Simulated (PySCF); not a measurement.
CH2F, optimised at PBE/def2-SVP:

```xyz
4

C      0.1198    -0.0592    -0.0768
F     -0.0564     0.5507    -1.2545
H     -0.1219    -1.1344    -0.0564
H      0.8510     0.4131     0.5994
```

Computed with PySCF (xtb for GFN2) and rigid-rotor harmonic-oscillator thermochemistry at 1 bar. 6-31G* has spherical d functions here. Open shells (unrestricted): CH2F (multiplicity 2). GFN2 has no spin-polarisation term. B3LYP is the form with VWN-RPA correlation. CH2F: computed as isolated molecules; such fragments, hydroxides, amides, oligomers or adducts are transient or little studied in the gas.

Problem. List the harmonic frequencies (cm⁻¹, unscaled) at this level and at the other levels, each on its own geometry.

Solution. 
- PBE/def2-SVP: 487, 1135, 1199, 1423, 3048, 3206
- B3LYP/6-31G*: 607, 1181, 1204, 1505, 3145, 3291
- GFN2-xTB: 330, 1051, 1193, 1322, 3132, 3202
- HF/6-31G*: 863, 1267, 1279, 1616, 3318, 3459
- PBE0/def2-TZVP: 515, 1174, 1218, 1470, 3148, 3305
